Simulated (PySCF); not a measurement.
Reaction (SMILES): P (PH3) → [PH2-] + H+
B3LYP-D3(BJ)/def2-TZVP geometries, fixed; electronic energies without zero-point terms.
Largest species:
```
P
H 1 1.4188
H 1 1.4188 2 93.38
H 1 1.4188 2 93.38 3 93.59
```
Charge 0, spin multiplicity 1.

Basis-set convergence of the deprotonation energy at PBE0 with PySCF. All functions are spherical. Density fitting with generated auxiliary sets. No added dispersion term, no relativity. Functions are those of the species that has most. Reference: the value in aug-pcseg-3, 372.41 kcal/mol, itself unsure by roughly 1.39 kcal/mol (its mean distance from aug-cc-pV(Q+d)Z, def2-QZVPPD). Deviations are taken from unrounded values.

```
basis              functions  deprotonation energy (kcal/mol)  minus reference (kcal/mol)
-----------------  ---------  -------------------------------  --------------------------
6-31G**                   33                           382.18                        9.77
def2-SVP                  33                           388.37                       15.96
cc-pV(D+d)Z               38                           386.10                       13.69
6-311G**                  44                           373.10                        0.69
6-311+G**                 48                           372.07                       -0.34
aug-pcseg-1               54                           370.79                       -1.62
def2-TZVP                 55                           378.89                        6.48
aug-cc-pV(D+d)Z           59                           371.32                       -1.09
6-311++G(2d,2p)           65                           372.59                        0.18
def2-TZVPD                70                           376.85                        4.43
pcseg-2                   76                           376.70                        4.28
cc-pV(T+d)Z               81                           380.03                        7.62
6-311++G(3df,3pd)        101                           372.73                        0.32
aug-pcseg-2              119                           372.12                       -0.29
aug-cc-pV(T+d)Z          124                           372.31                       -0.10
def2-QZVPP               160                           375.56                        3.15
def2-QZVPPD              175                           375.10                        2.69
aug-pcseg-3              236                           372.41                        0.00
```
